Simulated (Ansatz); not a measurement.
# AlHO (singlet): from Hartree-Fock to the top rungs at scale of all distances = 1.000, 6-31G

Aim: climb from Hartree-Fock through coupled cluster and multireference methods for AlHO (singlet) at one geometry and basis, and see what each rung misses.

Computed with Ansatz 0.2.0, Gaussian basis. Level: 6-31G, core rule «outside noble gas», up to 6 orbitals frozen.

The runs, in order: UHF; CCSD(T) on RHF; BCCD(T) on RHF; CISD; CCSDT(Q) on RHF; CISDTQ; CCSDTQ on RHF; CASSCF and MRCISD+Q, 2 electrons in 2 orbitals; CASSCF and NEVPT2, 2 electrons in 2 orbitals; Full CI.

27 further runs of the same task are left out: 18 for a known fault of the program, 5 that didn't finish, 4 set aside as unsound or not needed.

## (1) The system

The geometry derives from a PBE0/def2-TZVP stationary point (not a proven minimum). All distances are scaled together.

3 atoms, charge 0, spin multiplicity 1.

Atoms are counted from 1 here; the program's logs count them from 0.

Bond lengths: Al1–O2 1.674 Å, O2–H3 0.950 Å. Angles: Al1–O2–H3 180.0°.

## (2) UHF

The input, in.yaml:

```yaml
crystal:
  periodic: [false, false, false]
  atoms:
    - {symbol: Al, position_ang: [0.000000, 0.000000, 1.432992]}
    - {symbol: O, position_ang: [0.000000, 0.000000, -0.241478]}
    - {symbol: H, position_ang: [0.000000, 0.000000, -1.191514]}
basis:
  gaussian: {orbitals: 6-31G}
magnetization: {spin_polarized: true, initial_magnetization: 0}
hamiltonian: {xc: hf}
output: {orbitals: {seedname: orbitals}}
```

Run with:

```sh
ansatz run in.yaml --threads 1 --pin off --events-out ev --progress --plain --max-ram 2393MiB
```

After this run come: CCSD(T) on RHF; BCCD(T) on RHF; CISD; CCSDT(Q) on RHF; CISDTQ; CCSDTQ on RHF; CASSCF and MRCISD+Q, 2 electrons in 2 orbitals; CASSCF and NEVPT2, 2 electrons in 2 orbitals; Full CI.

**Question.** What will the summary of the whole plan be? Wanted: FCI below the RHF energy; RMP2 from FCI; RCCSD from FCI; RCCSD(T) from FCI; RCCSDT(Q) from FCI; NEVPT2 pair from FCI; MRCISD+Q pair from FCI; T1 diagnostic; effectively unpaired electrons.

**Answer**, as computed:

```
                         quantity                                                  value
         FCI below the RHF energy                                             -4.5670 eV
                    RMP2 from FCI                                           +40.6 kJ/mol
                   RCCSD from FCI                                            +9.3 kJ/mol
                RCCSD(T) from FCI                                            +2.2 kJ/mol
               RCCSDT(Q) from FCI                                            -0.2 kJ/mol
             NEVPT2 pair from FCI                                           +34.6 kJ/mol
           MRCISD+Q pair from FCI                                            +5.7 kJ/mol
levels within 1 kcal/mol (43 meV)  RCCSD(T), BCCD(T), RCCSDT, CISDTQ, RCCSDT(Q), RCCSDTQ
                    T1 diagnostic                                                  0.021
   effectively unpaired electrons                                                   0.07
```

RCCSD(T) misses by +2.2 kJ/mol, 0.5 % of the correlation energy. RCCSDT(Q) falls below full CI, which methods that aren't variational can do. One determinant dominates. Of the multireference levels listed MRCISD+Q pair comes nearest in total energy (+5.7 kJ/mol), which doesn't show that its space is the better one. These misses are within one basis, not against nature.
